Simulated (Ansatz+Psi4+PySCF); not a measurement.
Two shapes of doublet N2O(+).

Shape 1:

```xyz
3

N     0.0000    0.0000   -1.2320
N     0.0000    0.0000   -0.0609
O     0.0000    0.0000    1.1312
```

Shape 2:

```xyz
3

N    -0.0073    0.0054   -1.2361
N     0.0028    0.0093   -0.0586
O     0.0067   -0.0044    1.1252
```

Basis set: cc-pVTZ (spherical functions). Correlated methods keep 3 orbitals frozen. Correlation on ROHF uses semicanonical orbitals with singles. Charge 1, multiplicity 2.

Computed with Ansatz (development build ahead of 0.2.0) and Psi4 1.11; each method stands on the lowest determinant of its kind that the runs found.

Task: Which shape is lower in energy, and by how much in each method?

Result:

```
   method  E(2) − E(1) (eV)
     ROHF             0.083
      UHF             0.034
 ROHF-MP2             0.010
ROHF-CCSD             0.024
 UHF-CCSD             0.021
```

Shape 1 is lower. Caution for ROHF, ROHF-MP2, ROHF-CCSD: an unrestricted determinant lies well below. Caution for UHF, UHF-CCSD: the unrestricted determinant is spin contaminated. Caution for ROHF-MP2, ROHF-CCSD, UHF-CCSD: large amplitudes, a single reference is doubtful.
